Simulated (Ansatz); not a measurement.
**[AlH$_{2}$···H···SiH], doublet: the ladder up to UCCSDT(Q)**

Geometry: a point of a hydrogen-transfer path between rigid fragments, not a stationary point.

```xyz
6

Al   -1.8903    0.0252    0.0000
H    -2.6832    1.3986    0.0000
H    -2.6832   -1.3482    0.0000
H    -0.4153    0.0252    0.0000
Si    1.9397    0.0252    0.0000
H     2.3361   -1.4543    0.0000
```

Basis cc-pVDZ; Ansatz 0.2.0. Correlated methods freeze the noble-gas cores, which leaves 11 electrons in 46 orbitals. Prefix R: restricted or restricted open-shell reference; prefix U: unrestricted. Active spaces: frontier = (9e, 9o) about the gap; pair = (3e, 3o) about the gap.

Full CI isn't at hand for all of this; UCCSDT(Q) serves as the reference, and is uncertain by about the last step of the cluster series. The frozen core follows each run's orbitals, which can shift R against U totals by a few meV.

For open shells CISD is restricted-active-space CI with the open shells as a complete middle space.

The UHF ⟨S²⟩ is 0.781 and the T1 diagnostic (RCCSD) is 0.0165. The largest doubles amplitude (RCCSD) is 0.068 and the T1 diagnostic (UCCSD) is 0.0198.

```tsv
level	E − E(UCCSDT(Q)) (kJ/mol)	share of correlation (%)	wall time
RHF	529.9	0.00	–
UHF	518.5	2.15	–
RMP2	135.1	74.50	–
UMP2	136.9	74.16	–
CISD	56.0	89.43	3.6 s
RCCSD	12.0	97.74	–
UCCSD	11.7	97.79	–
RCCSD(T)	3.0	99.44	9.5 s
UCCSD(T)	3.0	99.44	10 s
BCCD(T)	3.0	99.44	4.9 s
RCCSDT	0.3	99.94	–
UCCSDT	0.3	99.95	–
RCCSDT(Q)	0.0	100.00	53 s
CASSCF (pair space)	487.6	7.99	–
NEVPT2 (pair space)	130.7	75.34	4.2 s
CASSCF (frontier space)	374.5	29.34	–
NEVPT2 (frontier space)	120.8	77.21	24 s
```

The correlation energy at UCCSDT(Q), counted from RHF, is -5.492 eV. That run took 51 s on 1 thread of Arm Neoverse V1, shared host.

Times hold each run's SCF and search for its determinant on a shared host, so for small cases they say little of a method's own cost; they ran on 1 thread of Arm Neoverse V1.
